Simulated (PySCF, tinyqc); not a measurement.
RHF in the sto-3g basis, for H2O, spin multiplicity 1, step by step (part 2 of 2). The lowest restricted solution is unstable here: a spin-polarised one lies 0.0138 hartree lower (PySCF). Computed by tinyqc, a small Python program that keeps every step (integrals from PySCF). Command: `OMP_NUM_THREADS=1 python tinyqc.py 25003 25004 out.jsonl` (the two numbers bound the seeds that draw the settings). One thread of a shared host (Intel(R) Xeon(R) Processor @ 2.60GHz), about 0.06 s of CPU time with the checks.

Geometry (angstrom):
```
atom         x          y         z
O     0.000000   0.000000  0.000000
H     0.000000   1.103000  0.771000
H     0.000000  -1.103000  0.771000
```

## Iteration 2: diagonalisation and new density

extrapolated F (hartree), order 1O 1s, 1O 2s, 1O 2px, 1O 2py, 1O 2pz, 2H 1s, 3H 1s:
$$\begin{pmatrix}
-19.551761 & -5.024660 & -0.002014 & 0.008869 & -0.004586 & -0.470559 & -0.468804 \\
-5.024660 & -1.971907 & 0.003132 & 0.014622 & -0.068697 & -0.435305 & -0.461218 \\
-0.002014 & 0.003132 & 0.004549 & -0.000444 & 0.001527 & 0.000691 & -0.002518 \\
0.008869 & 0.014622 & -0.000444 & 0.045341 & 0.080520 & -0.225047 & 0.252399 \\
-0.004586 & -0.068697 & 0.001527 & 0.080520 & 0.051918 & -0.192077 & -0.126826 \\
-0.470559 & -0.435305 & 0.000691 & -0.225047 & -0.192077 & -0.148936 & -0.078505 \\
-0.468804 & -0.461218 & -0.002518 & 0.252399 & -0.126826 & -0.078505 & -0.172749
\end{pmatrix}$$

X, order 1O 1s, 1O 2s, 1O 2px, 1O 2py, 1O 2pz, 2H 1s, 3H 1s:
$$\begin{pmatrix}
-0.447698 & 0.000000 & 0.669147 & 0.000000 & -0.588922 & 0.000000 & 0.261320 \\
0.908753 & 0.000000 & -0.249447 & 0.000000 & -0.282422 & 0.000000 & 0.502934 \\
0.000000 & 0.000000 & 0.000000 & 1.000000 & 0.000000 & 0.000000 & 0.000000 \\
0.000000 & 0.800900 & 0.000000 & 0.000000 & 0.000000 & 0.676905 & 0.000000 \\
0.361712 & 0.000000 & 0.691218 & 0.000000 & 0.626178 & 0.000000 & 0.209982 \\
-0.543453 & -0.655104 & -0.254152 & 0.000000 & 0.214833 & 0.413777 & 0.382741 \\
-0.543453 & 0.655104 & -0.254152 & 0.000000 & 0.214833 & -0.413777 & 0.382741
\end{pmatrix}$$

Diagonalise F' = X^T F X, C = X C', fill 5 alpha and 5 beta electrons from the bottom; D = 2 C_occ C_occ^T. Each column has its largest component positive (the first on a tie).

F' = X^T F X (hartree):
$$\begin{pmatrix}
-1.083218 & 0.026881 & 3.067222 & 0.005294 & -2.996445 & 0.010907 & 1.622016 \\
0.026881 & 0.459418 & 0.079356 & -0.002458 & 0.065130 & 0.122716 & 0.024440 \\
3.067222 & 0.079356 & -6.868531 & -0.000609 & 7.561508 & 0.010190 & -4.547913 \\
0.005294 & -0.002458 & -0.000609 & 0.004549 & 0.000865 & 0.001027 & 0.000670 \\
-2.996445 & 0.065130 & 7.561508 & 0.000865 & -8.323217 & 0.014386 & 5.166075 \\
0.010907 & 0.122716 & 0.010190 & 0.001027 & 0.014386 & -0.274872 & 0.028383 \\
1.622016 & 0.024440 & -4.547913 & 0.000670 & 5.166075 & 0.028383 & -3.821843
\end{pmatrix}$$

orbital energies (hartree): MO1 -19.561011, MO2 -0.785769, MO3 -0.293985, MO4 -0.092451, MO5 0.004512, MO6 0.300074, MO7 0.520916

coefficients C, order 1O 1s, 1O 2s, 1O 2px, 1O 2py, 1O 2pz, 2H 1s, 3H 1s:
$$\begin{pmatrix}
0.994207 & -0.236854 & -0.015171 & 0.104121 & -0.000916 & 0.085624 & -0.018876 \\
0.024049 & 0.883830 & 0.060854 & -0.479668 & 0.002274 & -0.440487 & 0.105873 \\
0.000098 & -0.003793 & -0.005347 & 0.010513 & 0.999809 & -0.015025 & -0.001641 \\
-0.000524 & -0.032151 & 0.541625 & -0.107161 & 0.010165 & 0.326280 & 0.828978 \\
0.001205 & 0.093677 & -0.021790 & 0.680822 & -0.016259 & -0.661447 & 0.366420 \\
-0.003163 & 0.164195 & 0.504811 & 0.496578 & 0.002487 & 0.368208 & -0.699266 \\
-0.003454 & 0.206030 & -0.516395 & 0.293031 & 0.007401 & 0.789157 & 0.367609
\end{pmatrix}$$

D after iteration 2, order 1O 1s, 1O 2s, 1O 2px, 1O 2py, 1O 2pz, 2H 1s, 3H 1s:
$$\begin{pmatrix}
2.111239 & -0.472595 & 0.002511 & -0.024578 & 0.100487 & 0.004018 & -0.027791 \\
-0.472595 & 2.031047 & -0.012889 & 0.111912 & -0.490216 & -0.124846 & 0.020093 \\
0.002511 & -0.012889 & 1.999543 & 0.012525 & -0.018673 & 0.008769 & 0.024920 \\
-0.024578 & 0.111912 & 0.012525 & 0.611956 & -0.175874 & 0.429905 & -0.635281 \\
0.100487 & -0.490216 & -0.018673 & -0.175874 & 0.946070 & 0.684837 & 0.459860 \\
0.004018 & -0.124846 & 0.008769 & 0.429905 & 0.684837 & 1.056801 & -0.162621 \\
-0.027791 & 0.020093 & 0.024920 & -0.635281 & 0.459860 & -0.162621 & 0.790091
\end{pmatrix}$$

## Iteration 12 (converged): orbitals

converged F (hartree), order 1O 1s, 1O 2s, 1O 2px, 1O 2py, 1O 2pz, 2H 1s, 3H 1s:
$$\begin{pmatrix}
-20.282484 & -5.166448 & 0.000000 & 0.000000 & -0.019532 & -0.483617 & -0.483617 \\
-5.166448 & -2.381167 & 0.000000 & -0.000001 & -0.020747 & -0.521162 & -0.521162 \\
0.000000 & 0.000000 & -0.390741 & -0.000001 & 0.000003 & -0.000001 & -0.000002 \\
0.000000 & -0.000001 & -0.000001 & -0.148087 & -0.000001 & -0.297844 & 0.297844 \\
-0.019532 & -0.020747 & 0.000003 & -0.000001 & -0.193568 & -0.246659 & -0.246658 \\
-0.483617 & -0.521162 & -0.000001 & -0.297844 & -0.246659 & -0.251553 & -0.101169 \\
-0.483617 & -0.521162 & -0.000002 & 0.297844 & -0.246658 & -0.101169 & -0.251552
\end{pmatrix}$$

As before.

F' = X^T F X (hartree):
$$\begin{pmatrix}
-1.315990 & -0.000001 & 3.313377 & 0.000003 & -3.036764 & -0.000001 & 1.558723 \\
-0.000001 & 0.401016 & 0.000000 & -0.000001 & 0.000000 & 0.067991 & 0.000000 \\
3.313377 & 0.000000 & -7.283872 & 0.000003 & 7.706728 & 0.000000 & -4.676599 \\
0.000003 & -0.000001 & 0.000003 & -0.390741 & 0.000002 & 0.000000 & 0.000000 \\
-3.036764 & 0.000000 & 7.706728 & 0.000002 & -8.791299 & 0.000000 & 5.304916 \\
-0.000001 & 0.067991 & 0.000000 & 0.000000 & 0.000000 & -0.453038 & 0.000000 \\
1.558723 & 0.000000 & -4.676599 & 0.000000 & 5.304916 & 0.000000 & -4.137826
\end{pmatrix}$$

orbital energies (hartree): MO1 -20.290222, MO2 -1.153945, MO3 -0.458417, MO4 -0.390741, MO5 -0.388554, MO6 0.303734, MO7 0.406395

coefficients C, order 1O 1s, 1O 2s, 1O 2px, 1O 2py, 1O 2pz, 2H 1s, 3H 1s:
$$\begin{pmatrix}
0.994770 & -0.249783 & 0.000001 & -0.000043 & 0.069697 & -0.080559 & 0.000001 \\
0.021794 & 0.955565 & -0.000003 & 0.000213 & -0.348746 & 0.430765 & -0.000003 \\
0.000000 & 0.000000 & 0.000003 & 1.000000 & 0.000618 & 0.000006 & -0.000001 \\
0.000000 & 0.000001 & 0.611633 & -0.000001 & -0.000004 & 0.000006 & 0.851790 \\
0.001777 & 0.034531 & 0.000006 & -0.000457 & 0.731581 & 0.713024 & -0.000005 \\
-0.002995 & 0.110597 & 0.464155 & -0.000238 & 0.388118 & -0.624264 & -0.620427 \\
-0.002995 & 0.110597 & -0.464150 & -0.000234 & 0.388124 & -0.624255 & 0.620435
\end{pmatrix}$$

D after iteration 12, order 1O 1s, 1O 2s, 1O 2px, 1O 2py, 1O 2pz, 2H 1s, 3H 1s:
$$\begin{pmatrix}
2.113635 & -0.482621 & 0.000001 & 0.000000 & 0.088263 & -0.007107 & -0.007107 \\
-0.482621 & 2.070406 & -0.000005 & 0.000001 & -0.444202 & -0.059476 & -0.059477 \\
0.000001 & -0.000005 & 2.000000 & 0.000002 & -0.000009 & 0.000006 & 0.000009 \\
0.000000 & 0.000001 & 0.000002 & 0.748191 & 0.000001 & 0.567782 & -0.567783 \\
0.088263 & -0.444202 & -0.000009 & 0.000001 & 1.072814 & 0.575512 & 0.575512 \\
-0.007107 & -0.059476 & 0.000006 & 0.567782 & 0.575512 & 0.756632 & -0.105118 \\
-0.007107 & -0.059477 & 0.000009 & -0.567783 & 0.575512 & -0.105118 & 0.756634
\end{pmatrix}$$

## Convergence

Stop when the energy changes by less than 1e-09 hartree and every element of the error matrix X^T (F D S - S D F) X is below 9e-06.

Course of the cycle:
```
iteration   E (hartree)     change  largest element of the error matrix
1          -72.05626307          -                             1.47e+00
2          -74.23612089  -2.18e+00                             6.57e-01
3          -74.75610208  -5.20e-01                             1.77e-01
4          -74.79795626  -4.19e-02                             4.03e-02
5          -74.80209633  -4.14e-03                             6.52e-03
6          -74.80229701  -2.01e-04                             1.74e-03
7          -74.80231016  -1.31e-05                             6.37e-04
8          -74.80231175  -1.59e-06                             1.43e-04
9          -74.80231187  -1.21e-07                             5.21e-05
10         -74.80231188  -1.03e-08                             2.55e-05
11         -74.80231188  -2.05e-09                             1.21e-05
12         -74.80231188  -7.42e-10                             3.26e-06
```

PySCF RHF in the same basis = -74.80231188 hartree

Converged in 12 iterations.

## Populations, bond orders and dipole

overlap S, order 1O 1s, 1O 2s, 1O 2px, 1O 2py, 1O 2pz, 2H 1s, 3H 1s:
$$\begin{pmatrix}
1.000000 & 0.236704 & 0.000000 & 0.000000 & 0.000000 & 0.021676 & 0.021676 \\
0.236704 & 1.000000 & 0.000000 & 0.000000 & 0.000000 & 0.260221 & 0.260221 \\
0.000000 & 0.000000 & 1.000000 & 0.000000 & 0.000000 & 0.000000 & 0.000000 \\
0.000000 & 0.000000 & 0.000000 & 1.000000 & 0.000000 & 0.203695 & -0.203695 \\
0.000000 & 0.000000 & 0.000000 & 0.000000 & 1.000000 & 0.142383 & 0.142383 \\
0.021676 & 0.260221 & 0.000000 & 0.203695 & 0.142383 & 1.000000 & 0.084200 \\
0.021676 & 0.260221 & 0.000000 & -0.203695 & 0.142383 & 0.084200 & 1.000000
\end{pmatrix}$$

Mulliken: Z minus the diagonal of D S on the atom; Loewdin: the same with S^(1/2) D S^(1/2); Mayer order: 2 sum_s sum (D(s) S)_ij (D(s) S)_ji over the two atoms.

Charges (e):
```
atom   Mulliken    Loewdin
1O    -0.140503  -0.109785
2H     0.070252   0.054893
3H     0.070250   0.054892
```

Mayer bond orders:
```
pair     order
2-1   0.986829
3-1   0.986829
3-2   0.008236
```

dipole moment about the origin, x y z (debye): [0.000004, 0.000009, 1.182690]
